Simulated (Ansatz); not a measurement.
## Ga2H2 (H-bridged), singlet: vertical spin and charge gaps

Geometry (PBE0/def2-TZVP stationary point for this spin, not checked as a minimum):

```yaml
atoms:
  - { symbol: Ga, position_ang: [0.0000, 0.0000, 1.5063] }
  - { symbol: Ga, position_ang: [0.0000, 0.0000, -1.5063] }
  - { symbol: H, position_ang: [0.0000, 1.0971, 0.0000] }
  - { symbol: H, position_ang: [0.0000, -1.0971, 0.0000] }
```

Basis cc-pVDZ; Ansatz 0.2.0. Only valence electrons are correlated (noble-gas cores and the filled d shells of p-block atoms frozen). Prefix R: restricted or restricted open-shell reference. Active spaces: valence = (8e, 10o) chosen from the atoms' valence shells. No spin–orbit coupling is included, and no scalar relativity.

Gaps are energies of the second state less the first, at fixed atoms, for a selection of the levels run; each method lands on the state that its own search finds for that charge and spin.

HF rows are the lowest solutions found. Coupled cluster chose its determinant by trial CCSD, here up to 0.29 eV above the lowest Hartree–Fock solution of its kind, and MP2 stands on that determinant too.

Triplet less singlet: 1.354 eV at RCCSDTQ.

Large singles or doubles amplitudes warn of static correlation in the Ga2H2 (H-bridged) triplet.

| level | gap (eV) | error (meV) |
| --- | --- | --- |
| RMP2 | 1.220 | -134 |
| RCCSD | 1.506 | 152 |
| RCCSD(T) | 1.386 | 32 |
| RCCSDT | 1.369 | 15 |
| RCCSDT(Q) | 1.355 | 1 |
| PBE | 1.303 | -51 |
| PBE0 | 1.401 | 47 |
| B3LYP | 1.539 | 185 |
| B2PLYP | 1.477 | 123 |
| RPA-PBE | 1.377 | 23 |

Question: PBE gives 7.433 eV for removing an electron, to the doublet. Estimate what RCCSDTQ gives in cc-pVDZ.

Answer: RCCSDTQ in cc-pVDZ gives 7.333 eV, so against it PBE is off by 0.100 eV.

| level | gap (eV) | error (meV) |
| --- | --- | --- |
| RHF | 6.951 | -382 |
| RCCSD | 7.350 | 17 |
| CASSCF (valence space) | 6.787 | -546 |
| MRCISD (valence space) | 7.277 | -56 |
| MRCISD+Q (valence space) | 7.321 | -12 |
| PBE0 | 7.447 | 114 |
| B3LYP | 7.558 | 225 |
| wB97M-V | 7.547 | 214 |
| B2PLYP | 7.385 | 52 |

In so small a basis the reference is far from its limit while semilocal and hybrid functionals are nearer theirs (RPA and double hybrids share much of the reference's basis error), so the functionals' errors here hold much of the reference's basis and frozen-core error, which can add to them or hide them.

Full CI isn't at hand for all of this; RCCSDTQ serves as the reference, and is uncertain by about the last step of the cluster series.
